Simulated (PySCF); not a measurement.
## Bond curve of Cl₂⁻

Set-up: basis Cl aug-cc-pVDZ-DK; spin-free X2C with a Gaussian nucleus; PySCF 2.14. Energies in eV from Cl + Cl⁻ in their ground configurations at the same level. State: doublet, unpaired electrons σ ↑.

All columns are MN15.

```csv
R (Å),E (eV),HOMO (eV),LUMO (eV),Mayer bond order,⟨S²⟩
2.292,-1.049,-1.07,3.04,0.39,0.75
2.398,-1.272,-1.60,2.55,0.41,0.75
2.505,-1.393,-2.05,2.10,0.42,0.75
2.585,-1.437,-2.35,1.80,0.43,0.75
2.665,-1.451,-2.62,1.53,0.43,0.75
2.745,-1.444,-2.85,1.28,0.44,0.75
2.852,-1.413,-3.13,0.97,0.44,0.75
2.985,-1.352,-3.43,0.64,0.45,0.75
3.145,-1.266,-3.45,0.30,0.46,0.75
3.358,-1.148,-3.31,-0.08,0.47,0.75
```

The state is the lowest determinant that a PBE0 search found; another state may lie lower at other levels.
